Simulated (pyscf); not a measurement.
F–SiH•–F (SMILES F[SiH]F) + H₂O (SMILES O) → HF (SMILES F) + HO–SiH•–F (SMILES O[SiH]F), a four-centre exchange (doublet surface; F–Si, H–O broken, F–H, O–Si formed). Structures and frequencies: ωB97X-D3(BJ)/def2-SVP in PySCF. MP2 and CC: frozen core, UHF for open shells. ΔMP2 is the change of the MP2 total energy from the triple- to the quadruple-zeta basis. Energies in kJ/mol from the separated reactants.

Small-basis levels: PySCF, no dispersion term, spherical d functions. AM1 to PM7: differences of heats of formation from MOPAC, which are fitted to 298 K values and so differ in kind from electronic energies by zero-point and thermal terms. Open shells are spin-unrestricted. 

```tsv
level	barrier	reaction energy
HF/3-21G	27.5	+37.4
HF/6-31G*	?	+57.7
PBE/6-31G*	40.9	+57.7
B3LYP/LANL2DZ	19.5	+10.7
B3LYP/6-311+G**	?	+28.2
PBE/def2-SVP	24.6	+36.4
B3LYP/def2-SVP	51.6	+37.8
AM1	230.8	+67.9
PM6	92.4	+40.1
CCSD(T)/def2-TZVPP + ΔMP2(QZVPP)	?	+34.3
```

### Question
Complete the blanks.

### Answer

- HF/6-31G*, barrier: 134.8
- B3LYP/6-311+G**, barrier: 84.1
- CCSD(T)/def2-TZVPP + ΔMP2(QZVPP), barrier: 94.7

Against the last row the barrier runs from -75.3 (B3LYP/LANL2DZ) to +136.1 kJ/mol (AM1); PM6 happens to lie closest here (2.4 kJ/mol apart). At HF/3-21G, PBE/6-31G*, PBE/def2-SVP this geometry lies under one side, so the entry may be no barrier of that level: it is a single point on another level's saddle. CCSD(T)/def2-TZVPP + ΔMP2(QZVPP) has limits of its own. On the product side the descent ends in a complex, 24.8 kJ/mol under the separated species and 72.1 kJ/mol under the saddle at ωB97X-D3(BJ)/def2-TZVP. At ωB97X-D3(BJ)/def2-TZVP the barrier from the zero used here is 80.7 kJ/mol. This is the saddle that the search found; another between the same sides may lie lower. The CCSD(T) − MP2 part came from Ansatz, without density fitting, on the same reference.
